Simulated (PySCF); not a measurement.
## Energy of N (nitrogen, neutral) between two integer charges

The 2p alpha orbital of [He] 2s2 2p3 is emptied in steps (occupation f), with all orbitals relaxed, ending at [He] 2s2 2p2. Calculation: PySCF 2.14, in x2c-TZVPall; scalar relativity by spin-free X2C-1e. The exact energy is a straight line in f; departures are measured from the line between the end points of the same method.

| f | UHF (eV) | LDA (eV) | PBE (eV) | PBE0 (eV) | r2SCAN (eV) | LC-wPBE (eV) | BHandHLYP (eV) | wB97X (eV) | BLYP (eV) | r2SCAN0 (eV) |
| --- | --- | --- | --- | --- | --- | --- | --- | --- | --- | --- |
| 1 | 0.000 | 0.000 | 0.000 | 0.000 | 0.000 | 0.000 | 0.000 | 0.000 | 0.000 | 0.000 |
| 0.8 | 0.251 | -1.075 | -1.046 | -0.727 | -0.950 | -0.268 | -0.408 | -0.307 | -1.044 | -0.657 |
| 0.6 | 0.363 | -1.629 | -1.580 | -1.095 | -1.421 | -0.404 | -0.616 | -0.461 | -1.577 | -0.981 |
| 0.4 | 0.350 | -1.644 | -1.587 | -1.098 | -1.413 | -0.405 | -0.618 | -0.457 | -1.584 | -0.975 |
| 0.2 | 0.226 | -1.105 | -1.060 | -0.731 | -0.939 | -0.267 | -0.414 | -0.297 | -1.058 | -0.647 |
| 0 | 0.000 | 0.000 | 0.000 | 0.000 | 0.000 | 0.000 | 0.000 | 0.000 | 0.000 | 0.000 |

```
   method  E(f=0) − E(f=1) (eV)  −ε at f=1 (eV)  −ε at f=0.4 (eV)
      UHF                13.891          15.519            13.539
      LDA                14.988           8.344            16.288
      PBE                14.710           8.224            16.005
     PBE0                14.688          10.167            15.598
   r2SCAN                14.793           8.851            16.008
  LC-wPBE                14.862          13.207            15.206
BHandHLYP                14.430          11.900            14.934
    wB97X                14.563          12.660            14.980
     BLYP                14.480           8.004            15.771
  r2SCAN0                14.745          10.629            15.586
```

Orbital energy along the path (eV):

```
  f      UHF      LDA      PBE     PBE0   r2SCAN  LC-wPBE  BHandHLYP    wB97X     BLYP  r2SCAN0
  1  -15.519   -8.344   -8.224  -10.167   -8.851  -13.207    -11.900  -12.660   -8.004  -10.629
0.8  -14.784  -10.900  -10.748  -11.944  -11.237  -13.845    -12.887  -13.404  -10.526  -12.291
0.6  -14.128  -13.551  -13.348  -13.759  -13.644  -14.517    -13.901  -14.186  -13.121  -13.959
0.4  -13.539  -16.288  -16.005  -15.598  -16.008  -15.206    -14.934  -14.980  -15.771  -15.586
0.2  -13.007  -19.092  -18.683  -17.438  -18.319  -15.883    -15.977  -15.727  -18.443  -17.177
  0  -12.526  -21.932  -21.325  -19.242  -20.655  -16.501    -17.020  -16.339  -21.089  -18.782
```

Reference removal energy between the ground levels: 14.534 eV (measured; NIST Atomic Spectra Database, ionization energies). The calculation has no spin-orbit coupling. UHF lacks correlation.
